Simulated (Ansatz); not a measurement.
An input meant for MgMe(OH) (CH₄MgO) (charge 0, singlet).

```yaml
crystal:
  periodic: [false, false, false]
  atoms:
    - {symbol: Mg, position_ang: [0.051449, -0.043792, -0.714754]}
    - {symbol: C, position_ang: [-0.103384, 0.086226, 1.348512]}
    - {symbol: H, position_ang: [0.877592, 0.026543, 1.829404]}
    - {symbol: H, position_ang: [-0.715863, -0.722707, 1.757911]}
    - {symbol: H, position_ang: [-0.561088, 1.030045, 1.659623]}
    - {symbol: O, position_ang: [0.181324, -0.153611, -2.470465]}
    - {symbol: H, position_ang: [0.269969, -0.222684, -3.410230]}
basis:
  gaussian: {orbitals: "6-31++G**", nuclear_model: gaussian}
magnetization: {spin_polarized: true, initial_magnetization: 4}
hamiltonian: {xc: {name: r2SCAN50}, dispersion: d4}
output: {forces: true}
```

```sh
$ ansatz run in.yaml --threads 4 --pin off --events-out ev --progress --plain --max-ram 3916MiB
```

Output, abridged:

```
Functional definition: r2SCAN50
742 factors; integrals over basis functions are off by at most 1.2e-3 eV
mean field evaluation 1: about -8576.5458 eV, gradient 2.4e1 eV
mean field evaluation 2: about -8578.5571 eV, gradient 1.6e1 eV
mean field evaluation 4: about -8579.9664 eV, gradient 6.5e-1 eV
mean field evaluation 8: about -8580.0300 eV, gradient 2.2e-1 eV
mean field evaluation 16: about -8581.0379 eV, gradient 9.4e-2 eV
mean field evaluation 32: about -8581.0675 eV, gradient 5.7e-1 eV
mean field evaluation 64: about -8581.0726 eV, gradient 1.2e-9 eV
mean field evaluation 96: about -8581.0724 eV, gradient 2.9e-4 eV
mean field evaluation 128: about -8581.0408 eV, gradient 2.2e0 eV
mean field evaluation 160: about -8580.4200 eV, gradient 3.3e0 eV
mean field -8581.07264743 eV, -315.3486033332 hartree, gradient 1.5e-9 eV, S^2 6.007626; 12 other end points of the search recorded, 0 dependent functions left out
reference -8581.07268633 eV, -315.3486047627 hartree; 17, 13 occupied and 68, 72 virtual orbitals, 742 factors
Total energy: -8581.09558630 eV, -315.3494463210 hartree
Atom 0 at     0.051449    -0.043792    -0.714754 Å, force    -0.055289     0.119513     1.773246 eV/Å
Atom 1 at    -0.103384     0.086226     1.348512 Å, force    -0.753769     0.361854     6.297194 eV/Å
Atom 2 at     0.877592     0.026543     1.829404 Å, force     0.352731    -0.077891    -1.178964 eV/Å
Atom 3 at    -0.715863    -0.722707     1.757911 Å, force     0.036818    -0.255554    -1.124217 eV/Å
Atom 4 at    -0.561088     1.030045     1.659623 Å, force     0.081112     0.142187    -1.159793 eV/Å
Atom 5 at     0.181324    -0.153611    -2.470465 Å, force     0.222146    -0.208640    -3.443229 eV/Å
Atom 6 at     0.269969    -0.222684    -3.410230 Å, force     0.116251    -0.081469    -1.164237 eV/Å
Dipole moment:    -0.021757    -0.008439    -0.026009 e Å
```

In this input the spin is set far too high (4 unpaired electrons typed, 0 in the singlet as meant). Self-consistency was reached. The result belongs to that input, not to the species as meant.

The 6-31G sets use Cartesian d functions.
